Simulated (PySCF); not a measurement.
# BO and its ions

PBE; B cc-pVDZ, O cc-pVDZ; no relativity (PySCF 2.14). Neutral (UKS): doublet (σ ↑), Re = 1.221 Å, ωe = 1825 cm⁻¹, De = 8.85 eV, HOMO -8.16 eV, LUMO -5.31 eV.

BO⁺ (UKS): singlet (closed shell), Re = 1.214 Å, ωe = 1833 cm⁻¹, De = 4.61 eV to B⁺ + O. The energies at the minima are -99.91389 hartree for BO and -99.43897 for BO⁺.

(1) Work out the adiabatic ionisation energy, without and with harmonic zero-point energies (1 hartree = 27.2114 eV, 1 eV = 8065.5 cm⁻¹), and the change of the bond length.

For an ion De counts to the pair picked by the measured ionisation energies or electron affinities, which need not be the lowest pair at this level. States were picked by a PBE0 search and need not be the measured ground states.

## Answers

(1) At PBE: 0.47492 hartree = 12.923 eV between the minima; the zero-point term (1833.0 − 1825.0)/2 cm⁻¹ = +0.000 eV makes it 12.924 eV. Re changes by -0.7 pm against the neutral. The electron leaves a σ orbital, and the small change of length marks it as nearly non-bonding.
